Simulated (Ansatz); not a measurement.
**CH6Al2: functionals against CCSD(T) at one geometry**

The task here is to estimate one member of a computed series from the others.

Method: single points in def2-TZVPP; program: Ansatz 0.2.0, Gaussian basis.

Cores are frozen in the correlated methods. B3LYP uses VWN-RPA correlation.

### The system as given

SMILES `[CH3][AlH][AlH2]`, 9 atoms, charge 0, spin multiplicity 1.

Atoms are counted from 1 here; the program's logs count them from 0.

Bond lengths: C1–Al2 2.021 Å, C1–H4 1.144 Å, C1–H5 1.049 Å, C1–H6 1.107 Å, Al2–Al3 2.568 Å, Al2–H7 1.716 Å, Al3–H8 1.723 Å, Al3–H9 1.469 Å. Angles: Al2–C1–H4 110.6°, Al2–C1–H5 111.7°, Al2–C1–H6 118.8°, H4–C1–H5 102.4°, H4–C1–H6 107.5°, H5–C1–H6 104.2°, C1–Al2–Al3 156.7°, C1–Al2–H7 117.8°, Al3–Al2–H7 85.2°, Al2–Al3–H8 87.7°, Al2–Al3–H9 142.3°, H8–Al3–H9 128.9°.

Coordinates:

```mol
CH6Al2
  3D, bonds by distance, orders not assigned

  9  8  0  0  0  0  0  0  0  0999 V2000
   -0.6928    1.6366   -0.9286 C   0  0
    0.1085   -0.0274   -0.1070 Al  0  0
    0.4466   -1.8570    1.6637 Al  0  0
   -0.1179    1.9384   -1.8708 H   0  0
   -1.6581    1.4602   -1.2997 H   0  0
   -0.8036    2.5420   -0.3008 H   0  0
    1.4669   -0.7300   -0.8844 H   0  0
    1.8001   -2.3987    0.7454 H   0  0
   -0.2129   -2.5066    2.8047 H   0  0
  1  2  8  0
  1  4  8  0
  1  5  8  0
  1  6  8  0
  2  3  8  0
  2  7  8  0
  3  8  8  0
  3  9  8  0
M  END
```

Set-up of the first run:

The input, run/in.yaml:

```yaml
crystal:
  periodic: [false, false, false]
  atoms:
    - {symbol: C, position_ang: [-0.692800, 1.636600, -0.928600]}
    - {symbol: Al, position_ang: [0.108500, -0.027400, -0.107000]}
    - {symbol: Al, position_ang: [0.446600, -1.857000, 1.663700]}
    - {symbol: H, position_ang: [-0.117900, 1.938400, -1.870800]}
    - {symbol: H, position_ang: [-1.658100, 1.460200, -1.299700]}
    - {symbol: H, position_ang: [-0.803600, 2.542000, -0.300800]}
    - {symbol: H, position_ang: [1.466900, -0.730000, -0.884400]}
    - {symbol: H, position_ang: [1.800100, -2.398700, 0.745400]}
    - {symbol: H, position_ang: [-0.212900, -2.506600, 2.804700]}
basis:
  gaussian: {orbitals: def2-TZVPP}
correlation: {method: ccsd_t}
output: {forces: true}
```

The command line of these runs was not kept.

Steps of the session up to this table: CCSD(T)/def2-TZVPP; PBE0-D4/def2-TZVPP; wB97M-V/def2-TZVPP; r2SCAN-D4/def2-TZVPP; PBE-D4/def2-TZVPP; r2SCAN0-D4/def2-TZVPP; B3LYP-D4/def2-TZVPP.

One of the session's tables, all rows but one given; the rest of the session is left out.

```
    method  RMS force component (eV/Å)  angle to CCSD(T) forces (°)  dipole (D)
   CCSD(T)                       1.007                    reference        2.00
   PBE0-D4                       1.009                          2.6        1.92
   wB97M-V                       1.007                          2.6        2.08
 r2SCAN-D4                           ?                            ?           ?
    PBE-D4                       0.994                          6.7        1.83
r2SCAN0-D4                       1.018                          3.8        1.98
  B3LYP-D4                       0.991                          1.2        1.99
```

**Question.** Estimate the row for r2SCAN-D4.

As computed: RMS force component (eV/Å): 1.005; angle to CCSD(T) forces (°): 2.6; dipole (D): 1.92. In the column «RMS force component (eV/Å)» it lies between PBE-D4 (0.994) and CCSD(T) (1.007).
